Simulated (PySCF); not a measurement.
**Why did this PySCF run fail?**

```python
from pyscf import gto, scf
from pyscf.hessian import thermo

mol = gto.M(
    atom='Mg 0 0 0; Mg 0 0 2.575',
    basis='pcseg-2',
    charge=0,
    spin=0,
    verbose=4,
)
mf = scf.UHF(mol)
mf.max_cycle = 2
mf.kernel()
hess = mf.Hessian().kernel()
print('wavenumber (cm^-1) =', thermo.harmonic_analysis(mol, hess)['freq_wavenumber'].round(1))
mf.dip_moment()
print('orbital energies (hartree):', [e[max(0, n-3):n+3].round(4) for e, n in zip(mf.mo_energy, mol.nelec)])
```

```bash
$ OMP_NUM_THREADS=1 python input.py
```

The log, shortened:

```
PySCF version 2.14.0

[INPUT] Symbol           X                Y                Z      unit          X                Y                Z       unit  Magmom
[INPUT]  1 Mg     0.000000000000   0.000000000000   0.000000000000 AA    0.000000000000   0.000000000000   0.000000000000 Bohr   0.0
[INPUT]  2 Mg     0.000000000000   0.000000000000   2.575000000000 AA    0.000000000000   0.000000000000   4.866044770755 Bohr   0.0

nuclear repulsion = 29.5928226689243
number of shells = 6
number of NR pGTOs = 94
number of NR cGTOs = 38
basis = pcseg-2
ecp = {}

******** <class 'pyscf.scf.uhf.UHF'> ********
method = UHF
initial guess = minao
damping factor = 0
level_shift factor = 0
DIIS = <class 'pyscf.scf.diis.CDIIS'>
SCF conv_tol = 1e-09
SCF max_cycles = 2
number electrons alpha = 12  beta = 12
init E= -399.390973528054
cycle= 1 E= -399.162789628185  delta_E= 0.228  |g|= 0.0425  |ddm|= 1.12
cycle= 2 E= -399.166454602893  delta_E= -0.00366  |g|= 0.0127  |ddm|= 0.216
SCF not converged.
SCF energy = -399.166454602893 after 2 cycles  <S^2> = 1.5366314e-05  2S+1 = 1.0000307
wavenumber (cm^-1) = [353.1]
Dipole moment(X, Y, Z, Debye):  0.00000,  0.00000, -0.00000
orbital energies (hartree): [array([-2.2947, -0.3513, -0.2009,  0.0136,  0.0136,  0.0324]), array([-2.2947, -0.3505, -0.2013,  0.0135,  0.0135,  0.0327])]
```

**Question.** Which setting is at fault, why, and what does a mended input give?

**Answer.** The cycle limit (2): the limit is below the number of cycles that the SCF needs. With this edit
```diff
- mf.max_cycle = 2
```
the run finishes: E(SCF) = -399.166773 Eh, 9 cycles, μz(SCF) = 0.00 D, wavenumbers 367 cm⁻¹.

The bond length is a typed value, not an optimised one, so the wavenumber is not that of the minimum. No search for the lowest solution was made.
